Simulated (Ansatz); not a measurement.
A made-up structure of CH$_{2}$OS, singlet:

O1  (-1.021, -0.472, -0.081)
C2  (0.359, 0.043, 0.153)
S3  (1.466, -0.597, 1.418)
H4  (-1.486, 0.071, -0.891)
H5  (0.683, 0.954, -0.599)
(Å)

It is relaxed with PBE-D4/def2-SVP and then PBE0-D4/def2-TZVP (Ansatz 0.2.0). Atoms count as bonded within 1.22 times the sum of their covalent radii (H–H: 0.88 Å). The end point is not checked to be a true minimum.

**Question.** Does its bonding change? (Judge from chemistry; the calculation decides.)

**Answer.** Computed: No: no bond forms or breaks.

Where it ends: The first stage lowers the energy by 1.24 eV in 7 steps. It ends as CH₂OS ([OH][CH][S]):
```
5
angstrom
O -0.9121 -0.4214 -0.0720
C 0.3203 0.0385 0.1372
S 1.3088 -0.5324 1.2657
H -1.3266 0.0634 -0.7960
H 0.6097 0.8519 -0.5350
```

Labels in which every atom is bracketed show which atoms are joined, not bond orders.

For scale, one of the runs: PBE0-D4/def2-TZVP relaxation, 111 basis functions, launched by `ansatz run in.yaml --threads 2 --pin off --events-out ev --progress --plain --max-ram 4352MiB`. Hardware: 2 CPU threads of an AMD EPYC 7B13, shared host. Wall time about 8 s.
